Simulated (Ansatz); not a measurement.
Tetragonal perovskite BaTiO3 (room-temperature form, which distorts further on cooling), treated with r²SCAN in Ansatz (plane waves, PAW).

Numerical settings: plane-wave cutoff 560 eV, 8×8×8 k mesh, Fermi–Dirac smearing 0.01 eV, no spin polarisation, scalar-relativistic PAW data made under PBE.

Cell (relaxed at this level):

BaTiO₃ is modelled in the tetragonal space group P4mm (No. 99), Pearson symbol tP5. Conventional cell: a = b = 3.972 Å, c = 4.113 Å, α = β = γ = 90.00°. Ba on 1a is coordinated by 12 O at 2.794–2.925 Å (cuboctahedral). Ti on 1b is coordinated by 1 O at 1.821 Å and 4 O at 1.993 Å and 1 O at 2.292 Å (octahedral). O1 on 1b has 1 Ti at 1.821 Å and 1 Ti at 2.292 Å and 4 Ba at 2.813 Å (octahedral). O2 on 2c is surrounded by 2 Ti at 1.993 Å and 4 Ba at 2.794–2.925 Å (octahedral). (Neighbours: up to the widest gap in distance over summed covalent radii, below 1.35, at either atom; cation-cation and far metal-metal contacts left out.)

Problem. Give the computed bulk modulus, band gap, smallest direct gap on the k points sampled and pressure derivative B′ of the bulk modulus.

Solution. 
- bulk modulus: 113 GPa
- band gap: 2.23 eV
- smallest direct gap on the k points sampled: 2.70 eV
- pressure derivative B′ of the bulk modulus: 9.7

Note: the relaxation could not lower the start's symmetry, so the cell can be a saddle point above a distorted one; the bulk modulus comes from volumes at which shape and atoms were relaxed.

Spin–orbit coupling is not included.

The computed numbers hold no vibrational or temperature effects.

The result took around 15 core-minutes (rough).

Ansatz is a quantum-chemistry and plane-wave program.
